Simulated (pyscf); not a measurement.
H₃Si–SiH₂–AsH₂ + H₂ -> H₃Si–AsH₂ + SiH₄ (multi-bond step; singlet surface; As–H, Si–Si, H–H broken, As–H, H–Si, H–Si formed). Structures and frequencies: ωB97X-D3(BJ)/def2-SVP in PySCF. Energies in eV from the separated reactants.

```tsv
level	barrier	reaction energy
ωB97X-D3(BJ)/def2-TZVP	3.20	0.00
PBE/def2-TZVP	2.46	-0.06
r²SCAN/def2-TZVP	2.68	-0.09
B3LYP-D3(BJ)/def2-TZVP	2.91	-0.13
M06-2X/def2-TZVP	3.03	-0.13
HF/def2-TZVP	4.35	-0.50
```

The functionals in the table span 0.74 eV in this barrier, from PBE to ωB97X-D3(BJ)/def2-TZVP. H₃Si–SiH₂–AsH₂ lies 0.32 eV over its isomer H₃Si–AsH–SiH₃ (electronic energy, ωB97M-D3(BJ)/def2-TZVP). This is the saddle that the search found; another between the same sides may lie lower. Elements up to Kr have no core potential and no relativistic terms here.
